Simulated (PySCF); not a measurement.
Stretching LiCl

Set-up: basis Li def2-TZVP, Cl def2-TZVP; no relativity; PySCF 2.14. Energies in eV from Li + Cl in their ground configurations at the same level. State: triplet, unpaired electrons σ ↑, π ↑, a second solution, started from another occupation.

```tsv
R (Å)	PBE0
1.733	1.6529
1.813	1.1821
1.894	0.8442
1.955	0.6558
2.015	0.5104
2.075	0.3982
2.156	0.2881
2.257	0.1960
2.378	0.1285
2.539	0.0795
```
